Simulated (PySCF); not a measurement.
**AlP: from the state search to spectroscopic constants**

One job finds the state of AlP, follows it along the bond with each method and fits the curves.

Method: Al def2-SVPD, P def2-SVPD, no relativity; program: PySCF 2.14.0.

## (1) Input

Settings of the job:

| Item | Value |
| --- | --- |
| atoms | Al, P |
| charge | 0 |
| basis | Al def2-SVPD, P def2-SVPD |
| Hamiltonian | no relativity |
| basis functions | 48 |
| electrons treated | 28 |
| masses in u | 26.9815, 30.9738 |
| levels | PBE0, PBE, r²SCAN, PBEsol, M06-L, r²SCANh, LC-ωPBE, HF, MP2, SCS-MP2, CCSD, CCSD(T) |
| grid | 80 radial by 434 angular points |
| occupations | held fixed by the projection of orbital angular momentum |
| dissociation limit | Al + P, each in its ground configuration |
| starting distance in angstrom | 2.260 |
| values of 2S to try | 0, 2, 4 |

The run is started by

```sh
$ OMP_NUM_THREADS=1 python dia.py task.json out
```

After the search, every level is run at each distance in turn; below they are sorted by level.

## (2) State search with unrestricted PBE0

At the starting distance of 2.260 Å the search finds these solutions (others can lie among them):

| 2Ms+1 | unpaired | term | E (eV) | ⟨S²⟩ | ⟨Lz²⟩ | μ (D) |
| --- | --- | --- | --- | --- | --- | --- |
| 3 | σ ↑, π ↑ | ³Π | 0.00 | 2.01 | 1.01 | -2.53 |
| 3 | π ↑↑ | ³Σ⁻ | 0.09 | 2.01 | 0.00 | -0.02 |
| 1 | σ ↓, π ↑ | not assigned | 0.14 | 1.02 | 1.01 | -2.68 |
| 1 | π ↑↓ | not assigned | 0.42 | 1.01 | 2.02 | 0.04 |
| 1 | none | ¹Σ⁺ | 1.14 | 0.00 | 0.00 | -4.03 |
| 1 | none | not assigned | 1.46 | 0.00 | 2.00 | 0.29 |
| 5 | σ ↑, π ↑↑↑ | ⁵Π | 1.94 | 6.01 | 1.00 | 0.22 |
| 3 | σ ↑, π ↑↑↓ | not assigned | 2.41 | 3.02 | 3.03 | 0.19 |
| 3 | σ ↓, π ↑↑↑ | not assigned | 2.60 | 3.03 | 1.01 | 0.50 |
| 1 | σ ↑, π ↑↓↓ | not assigned | 2.87 | 2.03 | 3.03 | 0.59 |

10 of 14 solutions are listed, lowest first.

A term symbol stands only where ⟨S²⟩ and ⟨Lz²⟩ are near those of a pure state. A positive dipole means Al(−)P(+).

The most promising solutions are followed along the bond (rough minima from three points):

| 2Ms+1 | unpaired | R at minimum (Å) | energy at minimum (eV) |
| --- | --- | --- | --- |
| 3 | π ↑↑ | 2.44 | 0.00 |
| 3 | σ ↑, π ↑ | 2.22 | 0.04 |
| 1 | σ ↓, π ↑ | 2.21 | 0.16 |
| 1 | π ↑↓ | 2.44 | 0.33 |
| 1 | none | not bracketed | ≤ 0.95 |

The search made 16 SCF attempts at the starting distance; with the short scans it took 15 s of wall time (1 thread of Oxide Virtual Turin-like (Zen 5), shared host).

## (3) First curve: PBE0

State followed: ³Σ⁻ (triplet), unpaired electrons π ↑↑. The scan is laid around 2.438 Å.

Log of the SCF at 2.438 Å:

```text
******** <class 'pyscf.dft.uks_symm.SymAdaptedUKS'> ********
method = SymAdaptedUKS
initial guess = minao
damping factor = 0
level_shift factor = 0
DIIS = <class 'pyscf.scf.diis.CDIIS'>
diis_start_cycle = 1
diis_space = 10
diis_damp = 0
SCF conv_tol = 1e-09
SCF conv_tol_grad = None
SCF max_cycles = 60
direct_scf = False
max_memory 909 MB (current use 292 MB)
number electrons alpha = 15  beta = 13
XC library pyscf.dft.libxc version 7.0.0
    S. Lehtola, C. Steigemann, M. J.T. Oliveira, and M. A.L. Marques.,  SoftwareX 7, 1–5 (2018)
XC functionals = PBE0
    C. Adamo and V. Barone.,  J. Chem. Phys. 110, 6158 (1999)
    M. Ernzerhof and G. E. Scuseria.,  J. Chem. Phys. 110, 5029 (1999)
small_rho_cutoff = 0
Overwritten attributes  get_hcore get_jk get_j get_k get_occ  of <class 'pyscf.dft.uks_symm.SymAdaptedUKS'>
<class 'pyscf.dft.uks_symm.SymAdaptedUKS'> does not have attributes  refdm
Set gradient conv threshold to 3.16228e-05
init E= -583.273608623207
cycle= 1 E= -583.273295677497  delta_E= 0.000313  |g|= 0.000279  |ddm|= 0.00199
cycle= 2 E= -583.273295741101  delta_E= -6.36e-08  |g|= 0.000185  |ddm|= 0.00118
cycle= 3 E= -583.273295773924  delta_E= -3.28e-08  |g|= 2.07e-05  |ddm|= 0.000446
cycle= 4 E= -583.273295774246  delta_E= -3.22e-10  |g|= 8.83e-06  |ddm|= 6.2e-05
Extra cycle  E= -583.273295774266  delta_E= -1.99e-11  |g|= 9.41e-06  |ddm|= 3.82e-05
converged SCF energy = -583.273295774266  <S^2> = 2.0076164  2S+1 = 3.0050733
```

The curve and what changes along it:

| R (Å) | E (eV) | μ (D) | Mulliken charge of Al (e) | Mayer bond order | ⟨S²⟩ | HOMO (eV) | LUMO (eV) |
| --- | --- | --- | --- | --- | --- | --- | --- |
| 2.0967 | 0.6469 | 0.67 | 0.20 | 1.26 | 2.01 | -5.45 | -4.18 |
| 2.1942 | 0.2846 | 0.27 | 0.22 | 1.23 | 2.01 | -5.51 | -3.94 |
| 2.2917 | 0.0870 | -0.15 | 0.24 | 1.20 | 2.01 | -5.54 | -3.71 |
| 2.3649 | 0.0179 | -0.48 | 0.25 | 1.19 | 2.01 | -5.55 | -3.55 |
| 2.4380 | 0.0000 | -0.80 | 0.26 | 1.18 | 2.01 | -5.55 | -3.40 |
| 2.5111 | 0.0213 | -1.13 | 0.26 | 1.17 | 2.01 | -5.53 | -3.26 |
| 2.6087 | 0.0952 | -1.55 | 0.26 | 1.16 | 2.01 | -5.49 | -3.10 |
| 2.7306 | 0.2374 | -2.07 | 0.25 | 1.15 | 2.01 | -5.41 | -2.92 |
| 2.8768 | 0.4510 | -2.65 | 0.24 | 1.14 | 2.01 | -5.29 | -2.75 |
| 3.0719 | 0.7661 | -3.33 | 0.22 | 1.11 | 2.03 | -5.09 | -2.61 |

Fit: Re = 2.432 Å, ωe = 375 cm⁻¹, ωexe = 1.50 cm⁻¹, αe = 0.00120 cm⁻¹, Be = 0.1977 cm⁻¹, De = 2.33 eV, μ = -0.77 D.

Orbitals nearest the gap at 2.438 Å:

| spin | orbital | ε (eV) | filled | made of |
| --- | --- | --- | --- | --- |
| α | σ | -16.39 | yes | P s 93 % |
| β | σ | -14.22 | yes | P s 86 % |
| α | σ | -9.32 | yes | Al s 60 %, P p 32 % |
| β | σ | -8.82 | yes | Al s 64 %, P p 25 %, P s 10 % |
| α | π | -7.31 | yes | P p 89 % |
| α | π | -7.31 | yes | P p 89 % |
| α | σ | -5.84 | yes | P p 42 %, Al s 29 %, Al p 27 % |
| β | σ | -5.55 | yes | P p 43 %, Al p 33 %, Al s 20 % |
| β | π | -3.40 | no | P p 62 %, Al p 34 % |
| β | π | -3.40 | no | P p 62 %, Al p 34 % |
| α | π | -1.71 | no | Al p 87 % |
| α | π | -1.71 | no | Al p 87 % |

Polarisability there: 98.2 bohr³ along the bond, 79.2 across it.

## (4) Orbitals, density and potential

Orbitals, density, ELF and potential are computed afterwards from the orbital file.

Frontier orbitals at PBE0 (alpha spin), with the share of their density that lies nearest to each atom:

| orbital | energy (eV) | lies on |
| --- | --- | --- |
| HOMO-1 | -7.31 | P2 89 %; Al1 11 % |
| HOMO | -5.84 | Al1 59 %; P2 41 % |
| LUMO | -1.71 | Al1 88 %; P2 12 % |

ELF in a plane through or near 2 of the atoms.

Values, 10 rows by 14 columns:
```
0.00 0.01 0.11 0.20 0.15 0.04 0.01 0.02 0.05 0.06 0.03 0.01 0.00 0.00
0.02 0.40 0.80 0.87 0.77 0.26 0.07 0.18 0.36 0.41 0.40 0.31 0.08 0.00
0.21 0.83 0.97 0.98 0.94 0.50 0.21 0.39 0.59 0.67 0.67 0.61 0.42 0.05
0.69 0.97 1.00 0.99 0.68 0.21 0.50 0.73 0.81 0.82 0.91 0.86 0.72 0.35
0.86 0.99 1.00 0.41 0.34 0.74 0.20 0.92 0.22 0.40 0.69 0.95 0.83 0.59
0.88 0.99 1.00 0.27 0.75 0.82 0.13 0.93 0.22 0.85 0.51 0.96 0.85 0.63
0.80 0.98 1.00 0.82 0.12 0.12 0.42 0.85 0.63 0.33 0.91 0.93 0.79 0.50
0.47 0.93 0.99 0.99 0.96 0.53 0.37 0.55 0.74 0.81 0.83 0.75 0.61 0.17
0.12 0.73 0.94 0.96 0.91 0.43 0.15 0.31 0.52 0.59 0.59 0.53 0.30 0.02
0.00 0.11 0.44 0.57 0.45 0.12 0.03 0.08 0.19 0.21 0.18 0.10 0.01 0.00
```
The map spans 7.6 Å across and 5.2 Å up, centred on the molecule. Atoms in the plane (x, y in Å): Al1 (-1.2, 0.0), P2 (1.2, 0.0).

On the surface of density 0.002 e/bohr³ the electrostatic potential runs, from the 1st to the 99th percentile, from -0.79 V near P2 to 1.58 V near Al1.

The spin density lies nearest to P2 88 %; Al1 12 %.

## (5) Excited determinants

State 2: ³Π (triplet), unpaired electrons σ ↑, π ↑, an excited solution.

Log of the SCF at 2.438 Å:

```text
******** <class 'pyscf.dft.uks_symm.SymAdaptedUKS'> ********
method = SymAdaptedUKS
initial guess = minao
damping factor = 0
level_shift factor = 0
DIIS = <class 'pyscf.scf.diis.CDIIS'>
diis_start_cycle = 1
diis_space = 10
diis_damp = 0
SCF conv_tol = 1e-09
SCF conv_tol_grad = None
SCF max_cycles = 60
direct_scf = False
max_memory 909 MB (current use 341 MB)
number electrons alpha = 15  beta = 13
XC library pyscf.dft.libxc version 7.0.0
    S. Lehtola, C. Steigemann, M. J.T. Oliveira, and M. A.L. Marques.,  SoftwareX 7, 1–5 (2018)
XC functionals = PBE0
    C. Adamo and V. Barone.,  J. Chem. Phys. 110, 6158 (1999)
    M. Ernzerhof and G. E. Scuseria.,  J. Chem. Phys. 110, 5029 (1999)
small_rho_cutoff = 0
Set gradient conv threshold to 3.16228e-05
init E= -583.264559056117
cycle= 1 E= -583.264026236985  delta_E= 0.000533  |g|= 0.000408  |ddm|= 0.0021
cycle= 2 E= -583.264026160656  delta_E= 7.63e-08  |g|= 0.000547  |ddm|= 0.0019
cycle= 3 E= -583.264026464622  delta_E= -3.04e-07  |g|= 0.000152  |ddm|= 0.00116
cycle= 4 E= -583.26402649217  delta_E= -2.75e-08  |g|= 4e-05  |ddm|= 0.000319
cycle= 5 E= -583.264026499101  delta_E= -6.93e-09  |g|= 1.18e-05  |ddm|= 0.000226
cycle= 6 E= -583.264026500504  delta_E= -1.4e-09  |g|= 5.01e-06  |ddm|= 0.000125
cycle= 7 E= -583.264026500729  delta_E= -2.24e-10  |g|= 2.59e-06  |ddm|= 4.11e-05
Extra cycle  E= -583.264026500773  delta_E= -4.48e-11  |g|= 1.84e-06  |ddm|= 1.31e-05
converged SCF energy = -583.264026500773  <S^2> = 2.0259511  2S+1 = 3.0172511
```

Re = 2.212 Å, ωe = 478 cm⁻¹, ωexe = 2.60 cm⁻¹, αe = 0.00172 cm⁻¹, Be = 0.2388 cm⁻¹, μ = -2.47 D. Its minimum lies 0.03 eV above that of the lowest state.

State 3: Ms = 0 determinant of mixed spin (⟨S²⟩ = 1.02), unpaired electrons σ ↓, π ↑, an excited solution.

Log of the SCF at 2.438 Å:

```text
******** <class 'pyscf.dft.uks_symm.SymAdaptedUKS'> ********
method = SymAdaptedUKS
initial guess = minao
damping factor = 0
level_shift factor = 0
DIIS = <class 'pyscf.scf.diis.CDIIS'>
diis_start_cycle = 1
diis_space = 10
diis_damp = 0
SCF conv_tol = 1e-09
SCF conv_tol_grad = None
SCF max_cycles = 60
direct_scf = False
max_memory 909 MB (current use 308 MB)
number electrons alpha = 14  beta = 14
XC library pyscf.dft.libxc version 7.0.0
    S. Lehtola, C. Steigemann, M. J.T. Oliveira, and M. A.L. Marques.,  SoftwareX 7, 1–5 (2018)
XC functionals = PBE0
    C. Adamo and V. Barone.,  J. Chem. Phys. 110, 6158 (1999)
    M. Ernzerhof and G. E. Scuseria.,  J. Chem. Phys. 110, 5029 (1999)
small_rho_cutoff = 0
Set gradient conv threshold to 3.16228e-05
init E= -583.258140654659
cycle= 1 E= -583.257588421525  delta_E= 0.000552  |g|= 0.000425  |ddm|= 0.00216
cycle= 2 E= -583.257588390053  delta_E= 3.15e-08  |g|= 0.000521  |ddm|= 0.00187
cycle= 3 E= -583.257588647582  delta_E= -2.58e-07  |g|= 0.000175  |ddm|= 0.00115
cycle= 4 E= -583.257588682568  delta_E= -3.5e-08  |g|= 3.65e-05  |ddm|= 0.000357
cycle= 5 E= -583.257588687246  delta_E= -4.68e-09  |g|= 9.31e-06  |ddm|= 0.000189
cycle= 6 E= -583.257588687735  delta_E= -4.88e-10  |g|= 1.63e-06  |ddm|= 7.78e-05
Extra cycle  E= -583.257588687744  delta_E= -9.55e-12  |g|= 1.17e-06  |ddm|= 7.76e-06
converged SCF energy = -583.257588687744  <S^2> = 1.0246482  2S+1 = 2.2580064
```

Re = 2.200 Å, ωe = 501 cm⁻¹; the determinant mixes terms (⟨S²⟩ = 1.02, ⟨Lz²⟩ = 1.01), so these belong to no real state. Its minimum lies 0.16 eV above that of the lowest state.

State 4: Ms = 0 determinant of mixed spin (⟨S²⟩ = 1.01), unpaired electrons π ↑↓, an excited solution.

Output of the SCF at 2.438 Å:

```text
******** <class 'pyscf.dft.uks_symm.SymAdaptedUKS'> ********
method = SymAdaptedUKS
initial guess = minao
damping factor = 0
level_shift factor = 0
DIIS = <class 'pyscf.scf.diis.CDIIS'>
diis_start_cycle = 1
diis_space = 10
diis_damp = 0
SCF conv_tol = 1e-09
SCF conv_tol_grad = None
SCF max_cycles = 60
direct_scf = False
max_memory 909 MB (current use 308 MB)
number electrons alpha = 14  beta = 14
XC library pyscf.dft.libxc version 7.0.0
    S. Lehtola, C. Steigemann, M. J.T. Oliveira, and M. A.L. Marques.,  SoftwareX 7, 1–5 (2018)
XC functionals = PBE0
    C. Adamo and V. Barone.,  J. Chem. Phys. 110, 6158 (1999)
    M. Ernzerhof and G. E. Scuseria.,  J. Chem. Phys. 110, 5029 (1999)
small_rho_cutoff = 0
Set gradient conv threshold to 3.16228e-05
init E= -583.261614485428
cycle= 1 E= -583.261296152469  delta_E= 0.000318  |g|= 0.000279  |ddm|= 0.00199
cycle= 2 E= -583.261296212251  delta_E= -5.98e-08  |g|= 0.000194  |ddm|= 0.00123
cycle= 3 E= -583.261296248495  delta_E= -3.62e-08  |g|= 2.51e-05  |ddm|= 0.000472
cycle= 4 E= -583.261296248965  delta_E= -4.7e-10  |g|= 9.39e-06  |ddm|= 6.62e-05
Extra cycle  E= -583.261296248972  delta_E= -6.25e-12  |g|= 1.06e-05  |ddm|= 4.07e-05
converged SCF energy = -583.261296248972  <S^2> = 1.0099151  2S+1 = 2.2449188
```

Re = 2.432 Å, ωe = 377 cm⁻¹; the determinant mixes terms (⟨S²⟩ = 1.01, ⟨Lz²⟩ = 2.02), so these belong to no real state. Its minimum lies 0.33 eV above that of the lowest state.

Energy (eV) from the lowest point of the lowest state:

| R (Å) | lowest | state 2 | state 3 | state 4 |
| --- | --- | --- | --- | --- |
| 2.097 | 0.647 | 0.128 | 0.242 | 0.977 |
| 2.194 | 0.285 | 0.033 | 0.160 | 0.613 |
| 2.292 | 0.087 | 0.065 | 0.209 | 0.414 |
| 2.365 | 0.018 | 0.143 | 0.302 | 0.345 |
| 2.438 | 0.000 | 0.252 | 0.427 | 0.327 |
| 2.511 | 0.021 | 0.381 | 0.573 | 0.348 |
| 2.609 | 0.095 | 0.571 | 0.785 | 0.423 |
| 2.731 | 0.237 | 0.821 | 1.062 | 0.567 |
| 2.877 | 0.451 | 1.114 | 1.389 | 0.785 |
| 3.072 | 0.766 | 1.460 | 1.792 | 1.112 |

## (6) PBE (GGA)

Log of the SCF at 2.438 Å:

```text
******** <class 'pyscf.dft.uks_symm.SymAdaptedUKS'> ********
method = SymAdaptedUKS
initial guess = minao
damping factor = 0
level_shift factor = 0
DIIS = <class 'pyscf.scf.diis.CDIIS'>
diis_start_cycle = 1
diis_space = 10
diis_damp = 0
SCF conv_tol = 1e-09
SCF conv_tol_grad = None
SCF max_cycles = 60
direct_scf = False
max_memory 909 MB (current use 308 MB)
number electrons alpha = 15  beta = 13
XC library pyscf.dft.libxc version 7.0.0
    S. Lehtola, C. Steigemann, M. J.T. Oliveira, and M. A.L. Marques.,  SoftwareX 7, 1–5 (2018)
XC functionals = PBE
    J. P. Perdew, K. Burke, and M. Ernzerhof.,  Phys. Rev. Lett. 77, 3865 (1996)
    J. P. Perdew, K. Burke, and M. Ernzerhof.,  Phys. Rev. Lett. 78, 1396 (1997)
    J. P. Perdew, K. Burke, and M. Ernzerhof.,  Phys. Rev. Lett. 77, 3865 (1996)
    J. P. Perdew, K. Burke, and M. Ernzerhof.,  Phys. Rev. Lett. 78, 1396 (1997)
small_rho_cutoff = 0
Set gradient conv threshold to 3.16228e-05
init E= -583.220467978131
cycle= 1 E= -583.221393624472  delta_E= -0.000926  |g|= 0.0117  |ddm|= 0.126
cycle= 2 E= -583.221168949018  delta_E= 0.000225  |g|= 0.0176  |ddm|= 0.0552
cycle= 3 E= -583.221516935333  delta_E= -0.000348  |g|= 0.00181  |ddm|= 0.0395
cycle= 4 E= -583.221520557874  delta_E= -3.62e-06  |g|= 0.000307  |ddm|= 0.00495
cycle= 5 E= -583.22152066637  delta_E= -1.08e-07  |g|= 5.76e-05  |ddm|= 0.000836
cycle= 6 E= -583.221520670165  delta_E= -3.79e-09  |g|= 1.66e-05  |ddm|= 0.000195
cycle= 7 E= -583.22152067065  delta_E= -4.85e-10  |g|= 3.53e-06  |ddm|= 6.74e-05
Extra cycle  E= -583.221520670636  delta_E= 1.4e-11  |g|= 5.71e-06  |ddm|= 2.14e-05
converged SCF energy = -583.221520670636  <S^2> = 2.0062765  2S+1 = 3.0041814
```

Re = 2.453 Å, ωe = 361 cm⁻¹, ωexe = 1.50 cm⁻¹, αe = 0.00123 cm⁻¹, Be = 0.1942 cm⁻¹, De = 2.45 eV, μ = -0.73 D.

## (7) r²SCAN (meta-GGA)

The SCF at the reference distance, 2.438 Å, printed:

```text
******** <class 'pyscf.dft.uks_symm.SymAdaptedUKS'> ********
method = SymAdaptedUKS
initial guess = minao
damping factor = 0
level_shift factor = 0
DIIS = <class 'pyscf.scf.diis.CDIIS'>
diis_start_cycle = 1
diis_space = 10
diis_damp = 0
SCF conv_tol = 1e-09
SCF conv_tol_grad = None
SCF max_cycles = 60
direct_scf = False
max_memory 909 MB (current use 308 MB)
number electrons alpha = 15  beta = 13
XC library pyscf.dft.libxc version 7.0.0
    S. Lehtola, C. Steigemann, M. J.T. Oliveira, and M. A.L. Marques.,  SoftwareX 7, 1–5 (2018)
XC functionals = R2SCAN
    J. W. Furness, A. D. Kaplan, J. Ning, J. P. Perdew, and J. Sun.,  J. Phys. Chem. Lett. 11, 8208-8215 (2020)
    J. W. Furness, A. D. Kaplan, J. Ning, J. P. Perdew, and J. Sun.,  J. Phys. Chem. Lett. 11, 9248-9248 (2020)
    J. W. Furness, A. D. Kaplan, J. Ning, J. P. Perdew, and J. Sun.,  J. Phys. Chem. Lett. 11, 8208-8215 (2020)
    J. W. Furness, A. D. Kaplan, J. Ning, J. P. Perdew, and J. Sun.,  J. Phys. Chem. Lett. 11, 9248-9248 (2020)
small_rho_cutoff = 0
Set gradient conv threshold to 3.16228e-05
init E= -583.457887884776
cycle= 1 E= -583.458270377989  delta_E= -0.000382  |g|= 0.00563  |ddm|= 0.146
cycle= 2 E= -583.458257034208  delta_E= 1.33e-05  |g|= 0.00666  |ddm|= 0.0331
cycle= 3 E= -583.458304098459  delta_E= -4.71e-05  |g|= 0.000965  |ddm|= 0.0162
cycle= 4 E= -583.458305108109  delta_E= -1.01e-06  |g|= 0.00026  |ddm|= 0.00282
cycle= 5 E= -583.458305205666  delta_E= -9.76e-08  |g|= 5.45e-05  |ddm|= 0.000783
cycle= 6 E= -583.45830521213  delta_E= -6.46e-09  |g|= 1.74e-05  |ddm|= 0.000202
cycle= 7 E= -583.458305213422  delta_E= -1.29e-09  |g|= 3.35e-06  |ddm|= 0.000131
cycle= 8 E= -583.458305213463  delta_E= -4.06e-11  |g|= 7.2e-07  |ddm|= 2.5e-05
Extra cycle  E= -583.458305213464  delta_E= -7.96e-13  |g|= 6.25e-07  |ddm|= 4.5e-06
converged SCF energy = -583.458305213464  <S^2> = 2.0107349  2S+1 = 3.0071481
```

Re = 2.436 Å, ωe = 370 cm⁻¹, ωexe = 1.55 cm⁻¹, αe = 0.00125 cm⁻¹, Be = 0.1970 cm⁻¹, De = 2.28 eV, μ = -0.65 D. 8.5 s of CPU time for 12 points, integrals apart.

## (8) PBEsol (GGA)

Output of the SCF at 2.438 Å:

```text
******** <class 'pyscf.dft.uks_symm.SymAdaptedUKS'> ********
method = SymAdaptedUKS
initial guess = minao
damping factor = 0
level_shift factor = 0
DIIS = <class 'pyscf.scf.diis.CDIIS'>
diis_start_cycle = 1
diis_space = 10
diis_damp = 0
SCF conv_tol = 1e-09
SCF conv_tol_grad = None
SCF max_cycles = 60
direct_scf = False
max_memory 909 MB (current use 320 MB)
number electrons alpha = 15  beta = 13
XC library pyscf.dft.libxc version 7.0.0
    S. Lehtola, C. Steigemann, M. J.T. Oliveira, and M. A.L. Marques.,  SoftwareX 7, 1–5 (2018)
XC functionals = PBEsol
    J. P. Perdew, A. Ruzsinszky, G. I. Csonka, O. A. Vydrov, G. E. Scuseria, L. A. Constantin, X. Zhou, and K. Burke.,  Phys. Rev. Lett. 100, 136406 (2008)
    J. P. Perdew, A. Ruzsinszky, G. I. Csonka, O. A. Vydrov, G. E. Scuseria, L. A. Constantin, X. Zhou, and K. Burke.,  Phys. Rev. Lett. 100, 136406 (2008)
small_rho_cutoff = 0
Set gradient conv threshold to 3.16228e-05
init E= -582.150885184111
cycle= 1 E= -582.152164516683  delta_E= -0.00128  |g|= 0.0184  |ddm|= 0.124
cycle= 2 E= -582.151661969738  delta_E= 0.000503  |g|= 0.0267  |ddm|= 0.0843
cycle= 3 E= -582.152430250102  delta_E= -0.000768  |g|= 0.00343  |ddm|= 0.0612
cycle= 4 E= -582.152444087976  delta_E= -1.38e-05  |g|= 0.000262  |ddm|= 0.00886
cycle= 5 E= -582.152444185092  delta_E= -9.71e-08  |g|= 9.17e-05  |ddm|= 0.000952
cycle= 6 E= -582.152444194039  delta_E= -8.95e-09  |g|= 2.68e-05  |ddm|= 0.000282
cycle= 7 E= -582.152444195054  delta_E= -1.01e-09  |g|= 4.06e-06  |ddm|= 8.78e-05
cycle= 8 E= -582.152444195086  delta_E= -3.27e-11  |g|= 6.31e-07  |ddm|= 1.36e-05
Extra cycle  E= -582.152444195087  delta_E= -1.02e-12  |g|= 6.53e-07  |ddm|= 3.6e-06
converged SCF energy = -582.152444195087  <S^2> = 2.0058486  2S+1 = 3.0038965
```

Re = 2.443 Å, ωe = 367 cm⁻¹, ωexe = 1.48 cm⁻¹, αe = 0.00121 cm⁻¹, Be = 0.1959 cm⁻¹, De = 2.59 eV, μ = -0.66 D. 4.7 s of CPU time for 12 points, integrals apart.

## (9) M06-L

The SCF at the reference distance, 2.438 Å, printed:

```text
******** <class 'pyscf.dft.uks_symm.SymAdaptedUKS'> ********
method = SymAdaptedUKS
initial guess = minao
damping factor = 0
level_shift factor = 0
DIIS = <class 'pyscf.scf.diis.CDIIS'>
diis_start_cycle = 1
diis_space = 10
diis_damp = 0
SCF conv_tol = 1e-09
SCF conv_tol_grad = None
SCF max_cycles = 60
direct_scf = False
max_memory 909 MB (current use 320 MB)
number electrons alpha = 15  beta = 13
XC library pyscf.dft.libxc version 7.0.0
    S. Lehtola, C. Steigemann, M. J.T. Oliveira, and M. A.L. Marques.,  SoftwareX 7, 1–5 (2018)
XC functionals = M06L
    Y. Zhao and D. G. Truhlar.,  J. Chem. Phys. 125, 194101 (2006)
    Y. Zhao and D. G. Truhlar.,  J. Chem. Phys. 125, 194101 (2006)
    Y. Zhao and D. G. Truhlar.,  Theor. Chem. Acc. 120, 215 (2008)
small_rho_cutoff = 0
Set gradient conv threshold to 3.16228e-05
init E= -583.501455254603
cycle= 1 E= -583.502832465252  delta_E= -0.00138  |g|= 0.00412  |ddm|= 0.274
cycle= 2 E= -583.502853931472  delta_E= -2.15e-05  |g|= 0.00126  |ddm|= 0.0436
cycle= 3 E= -583.502855874876  delta_E= -1.94e-06  |g|= 0.000657  |ddm|= 0.00656
cycle= 4 E= -583.502856366001  delta_E= -4.91e-07  |g|= 0.000145  |ddm|= 0.00273
cycle= 5 E= -583.50285638532  delta_E= -1.93e-08  |g|= 2.95e-05  |ddm|= 0.000851
cycle= 6 E= -583.5028563858  delta_E= -4.8e-10  |g|= 1.95e-05  |ddm|= 0.000109
Extra cycle  E= -583.502856385326  delta_E= 4.74e-10  |g|= 2.87e-05  |ddm|= 0.000114
converged SCF energy = -583.502856385326  <S^2> = 2.0085079  2S+1 = 3.0056666
```

Re = 2.431 Å, ωe = 379 cm⁻¹, ωexe = 1.76 cm⁻¹, αe = 0.00119 cm⁻¹, Be = 0.1978 cm⁻¹, De = 2.41 eV, μ = -0.81 D. 8.2 s of CPU time for 12 points, integrals apart.

## (10) r²SCANh (hybrid meta-GGA)

Log of the SCF at 2.438 Å:

```text
******** <class 'pyscf.dft.uks_symm.SymAdaptedUKS'> ********
method = SymAdaptedUKS
initial guess = minao
damping factor = 0
level_shift factor = 0
DIIS = <class 'pyscf.scf.diis.CDIIS'>
diis_start_cycle = 1
diis_space = 10
diis_damp = 0
SCF conv_tol = 1e-09
SCF conv_tol_grad = None
SCF max_cycles = 60
direct_scf = False
max_memory 909 MB (current use 320 MB)
number electrons alpha = 15  beta = 13
XC library pyscf.dft.libxc version 7.0.0
    S. Lehtola, C. Steigemann, M. J.T. Oliveira, and M. A.L. Marques.,  SoftwareX 7, 1–5 (2018)
XC functionals = HYB_MGGA_XC_R2SCANH
    M. Bursch, H. Neugebauer, S. Ehlert, and S. Grimme.,  J. Chem. Phys. 156, 134105 (2022)
small_rho_cutoff = 0
Set gradient conv threshold to 3.16228e-05
init E= -583.455488614446
cycle= 1 E= -583.455851388638  delta_E= -0.000363  |g|= 0.00321  |ddm|= 0.129
cycle= 2 E= -583.455860522272  delta_E= -9.13e-06  |g|= 0.00235  |ddm|= 0.0204
cycle= 3 E= -583.455865819767  delta_E= -5.3e-06  |g|= 0.000538  |ddm|= 0.00643
cycle= 4 E= -583.455866074205  delta_E= -2.54e-07  |g|= 0.000332  |ddm|= 0.00233
cycle= 5 E= -583.45586620302  delta_E= -1.29e-07  |g|= 3.51e-05  |ddm|= 0.000679
cycle= 6 E= -583.455866206949  delta_E= -3.93e-09  |g|= 1.37e-05  |ddm|= 0.00017
cycle= 7 E= -583.455866207812  delta_E= -8.63e-10  |g|= 3.88e-06  |ddm|= 9.97e-05
Extra cycle  E= -583.455866207864  delta_E= -5.24e-11  |g|= 2.03e-06  |ddm|= 1.87e-05
converged SCF energy = -583.455866207864  <S^2> = 2.0108249  2S+1 = 3.0072079
```

Re = 2.431 Å, ωe = 374 cm⁻¹, ωexe = 1.54 cm⁻¹, αe = 0.00124 cm⁻¹, Be = 0.1978 cm⁻¹, De = 2.25 eV, μ = -0.69 D. 9.5 s of CPU time for 12 points, integrals apart.

(Part 1 of 2 ends here.)
